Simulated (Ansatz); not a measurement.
We consider fcc Pb, described by PBE+SOC in Ansatz (PAW).

Numerical settings: plane-wave cutoff 520 eV, 20×20×20 k mesh, Fermi–Dirac smearing 0.05 eV, PAW data made under PBE.

Computed points:

| V (Å³/atom) | E − E_lowest (meV/atom) |
|---|---|
| 30.215 | 15.29 |
| 30.858 | 6.54 |
| 31.501 | 1.58 |
| 32.144 | 0.00 |
| 32.787 | 1.43 |
| 33.430 | 5.53 |
| 34.073 | 11.99 |

**Question.** Estimate the bulk modulus and its pressure derivative from these points.

**Answer.** V0 = 32.148 Å³/atom, B0 = 37.4 GPa, B′ = 4.9 (fit to the energies at full precision).

Measured, for comparison: bulk modulus 47 GPa (corrected for temperature and zero-point phonon effects; as tabulated in Levämäki et al. (2014), arXiv:1402.3671); equilibrium volume per atom 29.45 Å³/atom (low-temperature or extrapolated to 0 K; zero-point anharmonic expansion removed; as tabulated in Csonka et al. (2009), arXiv:0903.4037). Computed (rounded) less measured: bulk modulus -20 %, equilibrium volume per atom +9.2 %.

Ansatz is a program for electronic structure.
